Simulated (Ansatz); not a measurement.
Antiferromagnetic (type II) rock-salt MnS was calculated with PBE (Ansatz, an electronic-structure program, PAW).

Numerical settings: plane-wave cutoff 520 eV, 12×12×12 k mesh, spin-polarised with opposed moments, scalar-relativistic PAW data made under PBE.

Computed at the level's own relaxed cell.

Elastic tensor (GPa, Voigt notation, ions relaxed):

```
  137.5    46.9    46.9     2.5    -2.2    -2.2
   46.9   137.5    46.9    -2.2     2.5    -2.2
   46.9    46.9   137.5    -2.2    -2.2     2.5
    2.5    -2.2    -2.2    38.7    -0.7    -0.7
   -2.2     2.5    -2.2    -0.7    38.7    -0.7
   -2.2    -2.2     2.5    -0.7    -0.7    38.7
```

Problem. Work out the Voigt, Reuss and Hill averages of the bulk and shear moduli, Young's modulus and Poisson's ratio from the printed constants.

Solution. K_V = [C11 + C22 + C33 + 2(C12 + C13 + C23)]/9 = [412.5 + 2 × 140.7]/9 = 77.1 GPa. G_V = [412.5 − 140.7 + 3 × 116.1]/15 = 41.3 GPa. From the compliances S = C⁻¹, K_R = 77.1 and G_R = 40.9 GPa. Hill means: K = 77.1, G = 41.1 GPa. E = 9KG/(3K + G) = 105 GPa, ν = (3K − 2G)/(6K + 2G) = 0.27, K/G = 1.88.

The computed numbers hold no vibrational or temperature effects.
